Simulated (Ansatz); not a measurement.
# HOF: small, medium and large basis sets

An exercise on one series of results from a longer session: the logs are not shown, and one member is left open.

Program: Ansatz 0.2.0, Gaussian basis. Level of theory: one geometry, several basis sets. These are calculated values, not measurements.

Plan: PBE0-D4/def2-SVP; ωB97M-V/def2-SVP; PBE0-D4/def2-QZVPP; ωB97M-V/def2-QZVPP; CCSD(T)/cc-pV(D+d)Z; CCSD(T)/cc-pV(T+d)Z; CCSD(T)/cc-pV(Q+d)Z; the functionals' def2-TZVPP values are taken from earlier runs.

### Structure used throughout

The geometry comes from an earlier relaxation with PBE0-D4 in a triple-zeta def2 set; it is a stationary point.

3 atoms, charge 0, spin multiplicity 1.

Atoms are counted from 1 here; the program's logs count them from 0.

Bond lengths: O1–F2 1.406 Å, O1–H3 0.969 Å. Angles: F2–O1–H3 99.1°.

The first run:

in.yaml

```yaml
crystal:
  periodic: [false, false, false]
  atoms:
    - {symbol: O, position_ang: [0.430617, -0.210325, 0.216347]}
    - {symbol: F, position_ang: [-0.221954, 1.014618, -0.011006]}
    - {symbol: H, position_ang: [-0.208662, -0.804293, -0.205340]}
basis:
  gaussian: {orbitals: def2-SVP}
hamiltonian: {xc: pbe0, dispersion: d4}
output: {orbitals: {seedname: orbitals}}
```

Run with:

```bash
ansatz run in.yaml --threads 2 --pin off --events-out ev --progress --plain --max-ram 32768MiB --backend cpu
```

Steps of the session up to this table: PBE0-D4 in def2-SVP; ωB97M-V in def2-SVP; PBE0-D4 in def2-QZVPP; ωB97M-V in def2-QZVPP.

One of the session's tables, all rows but one given; the rest of the session is left out.

It belongs to the step «Density functionals: the series». 

| functional | basis | HOMO (eV) |
| --- | --- | --- |
| PBE0-D4 | def2-SVP | -8.83 |
| PBE0-D4 | def2-TZVPP | -9.17 |
| PBE0-D4 | def2-QZVPP | -9.23 |
| ωB97M-V | def2-SVP | -11.39 |
| ωB97M-V | def2-TZVPP | ? |
| ωB97M-V | def2-QZVPP | -11.82 |

**Question.** Estimate the row for ωB97M-V, def2-TZVPP.

The run gave: HOMO (eV): -11.74. In the column «HOMO (eV)» it lies between ωB97M-V, def2-QZVPP (-11.82) and ωB97M-V, def2-SVP (-11.39).
